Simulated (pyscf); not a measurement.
Elementary routes open to `[SH][Ga][Cl]` [doublet] + `[ClH]` in the gas phase (doublet surface):
A. `[SH][Ga]([Cl])[Cl]` + `[H]` [doublet] (Cl–H broken; Cl–Ga formed)
B. `[SH2]` + `[Cl][Ga][Cl]` [doublet] (Ga–S, Cl–H broken; H–S, Cl–Ga formed)

Structures and frequencies: ωB97X-D3(BJ)/def2-SVP in PySCF.

Question: Rank the routes by free-energy barrier at 1200 K, lowest first, for ωB97M-D3(BJ)/def2-TZVP energies (ideal gas, 1 atm, RRHO with modes under 100 cm⁻¹ raised to 100, one conformer, R ln 2 for chiral ones without a mode under 150 cm⁻¹).

Answer: B (42.2 kcal/mol), A (52.9 kcal/mol)

Route B is the fastest of these, ahead of the next by 10.7 kcal/mol. The most stable products are those of B (ΔG = -6.3 kcal/mol), so kinetics and thermodynamics agree. At 298 K B is still the fastest. A: On the reactant side the descent ends in a complex (not fully relaxed), 5.8 kcal/mol under the separated species and 23.9 kcal/mol under the saddle at ωB97X-D3(BJ)/def2-TZVP. B: On the reactant side the descent ends in a complex, 5.9 kcal/mol under the separated species and 5.9 kcal/mol under the saddle at ωB97X-D3(BJ)/def2-TZVP. On the product side the descent ends in an adduct with a Ga–S contact, 13.1 kcal/mol under the separated species and 18.5 kcal/mol under the saddle at ωB97X-D3(BJ)/def2-TZVP. Only these routes are compared; each barrier is that of the saddle found, and lower ones may exist. Elements up to Kr have no core potential and no relativistic terms here.
